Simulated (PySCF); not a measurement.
The first ionisation energy along the second row

All values are computed (PySCF 2.14, energy differences of UHF-based or UKS calculations, no spin-orbit coupling). Values in eV. The last column holds reference values (NIST; (s) semi-empirical, (t) theoretical, else measured). Unmarked ones compare directly (S terms, centres of terms, or small fine structure); those marked * lie between the lowest fine-structure levels and include a spin-orbit shift.

```csv
element,configurations,UHF,LDA,SCS-MP2 (valence),CCSD (valence),CCSD(T) (valence),CCSDT (valence),reference
"Li (aug-cc-pVDZ, non-relativistic)",[He] 2s1 → 1s2,5.342,5.450,n/a,n/a,n/a,n/a,5.392
"Be (aug-cc-pVDZ, non-relativistic)",[He] 2s2 → [He] 2s1,8.075,9.054,8.916,9.286,9.286,9.286,9.323
"B (aug-cc-pVDZ, non-relativistic)",[He] 2s2 2p1 → [He] 2s2,8.043,8.651,8.127,8.068,8.093,8.104,8.297
"C (aug-cc-pVDZ, non-relativistic)",[He] 2s2 2p2 → [He] 2s2 2p1,10.817,11.700,11.036,11.050,11.066,11.070,11.262
"O (aug-cc-pVDZ, non-relativistic)",[He] 2s2 2p4 → [He] 2s2 2p3,12.057,13.997,13.115,13.120,13.148,13.152,13.608
"F (aug-cc-pVDZ, non-relativistic)",[He] 2s2 2p5 → [He] 2s2 2p4,15.767,17.996,17.117,17.085,17.115,17.117,17.427
"Ne (aug-cc-pVDZ, non-relativistic)",[Ne] → [He] 2s2 2p5,19.850,22.269,21.466,21.390,21.421,21.421,21.597
```

Problem. Fill in the row of N (aug-cc-pVDZ, non-relativistic) ([He] 2s2 2p3 → [He] 2s2 2p2).

Solution. UHF 13.930; LDA 15.019; SCS-MP2 (valence) 14.260; CCSD (valence) 14.346; CCSD(T) (valence) 14.357; CCSDT (valence) 14.357; reference 14.545 (eV).

"Valence" correlates the outer s and p shells and, in groups 3 to 12 and the f block, the outer d or f shell, open or full, or the next shell where the ion has no valence electron left; the wider scheme adds the next inner shell.
